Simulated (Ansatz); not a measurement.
System: hcp Mg. Method: r²SCAN (PAW; Ansatz, a program for electronic structure).

Settings: plane-wave cutoff 600 eV, 18×18×10 k mesh (along the axes of the cell as run), Fermi–Dirac smearing 0.05 eV, scalar-relativistic PAW data made under PBE.

Starting structure:

```yaml
crystal:
  lattice:
    - [3.21000, 0.00000, 0.00000]
    - [-1.60500, 2.77994, 0.00000]
    - [0.00000, 0.00000, 5.21000]
  atoms:
    - { symbol: Mg, position: [0.66667, 0.33333, 0.75000] }
    - { symbol: Mg, position: [0.33333, 0.66667, 0.25000] }
```

**Question.** Into what structure does the relaxation of cell and atoms lead at this level, with the symmetry of the start kept?

**Answer.** The volume decreases by 2.9 %; final space group P6_3/mmc.
```yaml
crystal:
  lattice:
    - [3.18356, 0.00000, 0.00000]
    - [-1.59178, 2.75705, 0.00000]
    - [0.00000, 0.00000, 5.14208]
  atoms:
    - { symbol: Mg, position: [0.66667, 0.33333, 0.75000] }
    - { symbol: Mg, position: [0.33333, 0.66667, 0.25000] }
```
